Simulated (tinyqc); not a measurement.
Worked calculation: coupled-perturbed Hartree-Fock on RHF in the sto-6g basis, for NH3, spin multiplicity 1. One step of it, computed by the program tinyqc.

Question. Response to a field: uncoupled start. Field along z; U_ai = -mu_ai / (e_a - e_i), alpha = -4 sum U_ai mu_ai.

orbital energies (hartree): MO1 -15.489823, MO2 -1.030395, MO3 -0.539237, MO4 -0.539235, MO5 -0.324959, MO6 0.517713, MO7 0.672166, MO8 0.672183

dipole integrals <a|z|i> (bohr):
```
           i1         i2        i3        i4         i5
a6  -0.026585   0.044727  0.000000  0.000060   0.051483
a7   0.000005  -0.000023  0.000000  0.324785  -0.000013
a8   0.000000   0.000000  0.324786  0.000000   0.000000
```

Give: uncoupled U; uncoupled polarisability.

Answer.

uncoupled U:
```
       i1      i2      i3      i4      i5
a6  0.002  -0.029   0.000   0.000  -0.061
a7  0.000   0.000   0.000  -0.268   0.000
a8  0.000   0.000  -0.268   0.000   0.000
```

uncoupled polarisability = 0.715 bohr^3
